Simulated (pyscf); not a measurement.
Elementary routes open to H₃C–Al (SMILES [CH3][Al]) [singlet] + NH₃ (SMILES N) in the gas phase (singlet surface):
A. H₃C–AlH–NH₂ (SMILES [CH3][AlH][NH2]) (H–N broken; Al–N, Al–H formed)
B. H₂N–Al (SMILES [NH2][Al]) [singlet] + CH₄ (SMILES C) (Al–C, H–N broken; Al–N, C–H formed)

PySCF, gas phase, ωB97X-D3(BJ)/def2-SVP geometries. MP2 and CC: frozen core, UHF for open shells. ΔMP2 is the change of the MP2 total energy from the triple- to the quadruple-zeta basis.

Task: Rank the routes by free-energy barrier at 1200 K, lowest first, for CCSD(T)/def2-TZVPP + ΔMP2(QZVPP) energies (ideal gas, 1 atm, RRHO with modes under 100 cm⁻¹ raised to 100, one conformer, R ln 2 for rigid chiral ones).

Result: B (2.12 eV), A (2.50 eV)

Route B is the fastest of these, ahead of the next by 0.38 eV. The most stable products are those of B (ΔG = -1.11 eV), so kinetics and thermodynamics agree. At 298 K B is still the fastest. A: On the reactant side the descent ends in an adduct with a Al–N contact (not fully relaxed), 0.59 eV under the separated species and 1.67 eV under the saddle at ωB97X-D3(BJ)/def2-TZVP. B: On the reactant side the descent ends in an adduct with a Al–N contact (not fully relaxed), 0.59 eV under the separated species and 1.19 eV under the saddle at ωB97X-D3(BJ)/def2-TZVP. Only these routes are compared; each barrier is that of the saddle found, and lower ones may exist. The CCSD(T) − MP2 part came from Ansatz, without density fitting, on the same reference.
